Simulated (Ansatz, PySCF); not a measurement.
Gas-phase enthalpy of formation at 298 K, by the atomisation route, of CC#N (SMILES; C2H3N, acetonitrile). Geometries: B3LYP-D3(BJ)/def2-TZVP minima from Ansatz (a first-principles code). Correlated levels leave the core frozen unless marked. UHF or UKS for open shells. No spin-orbit coupling. Non-relativistic. CBS marks a two-point X^-3 extrapolation of the correlation energy; Hartree-Fock from the larger set. [CCSD(T)-MP2]/basis is that difference in the basis named. Thermal terms are rigid-rotor harmonic-oscillator values from B3LYP-D3(BJ) frequencies (PySCF) at 298.15 K and 1 atm. 1 Eh = 627.5095 kcal/mol.

| species | count | E, RI-MP2/CBS(aug-cc-pVTZ,aug-cc-pVQZ)+[CCSD(T)-MP2]/aug-cc-pVTZ (Ansatz) (Eh) | E, PBE/def2-TZVPD (Ansatz) (Eh) | measured ΔHf at 0 K (kcal/mol) | H(298) - H(0) of the element (kcal/mol) |
|---|---|---|---|---|---|
| CC#N | 1 | -132.59397 | -132.63522 | - | - |
| C atom | 2 | -37.79159 | -37.79605 | 169.98 | 0.25 |
| H atom | 3 | -0.49995 | -0.49962 | 51.63 | 1.01 |
| N atom | 1 | -54.53190 | -54.53224 | 112.53 | 1.04 |

Molecule: zero-point energy 28.37, H(298) - H(0) 2.86 kcal/mol. The route leaves out scalar relativity and anharmonic zero-point terms, the atoms' spin-orbit terms, and in the frozen-core level the core correlation. Atomic data: G2/97 table in ASE.

Problem. Work out De, D0 and ΔHf at 0 and 298 K at both levels, and their errors against the measured value.

Solution. 
The atoms' values sum to 607.38 (0 K) and 4.57 (thermal), in kcal/mol.
- RI-MP2/CBS(aug-cc-pVTZ,aug-cc-pVQZ)+[CCSD(T)-MP2]/aug-cc-pVTZ: De = 614.36; D0 = 614.36 - 28.37 = 585.99; ΔHf(0 K) = 607.38 - 585.99 = 21.39; ΔHf(298 K) = 21.39 + 2.86 - 4.57 = 19.68; error +1.7.
- PBE/def2-TZVPD: De = 635.05; D0 = 635.05 - 28.37 = 606.68; ΔHf(0 K) = 607.38 - 606.68 = 0.70; ΔHf(298 K) = 0.70 + 2.86 - 4.57 = -1.01; error -19.0.
Measured: 18.0 kcal/mol (G2/97 table in ASE (Curtiss et al.)). This is an older compilation, not checked against later work.
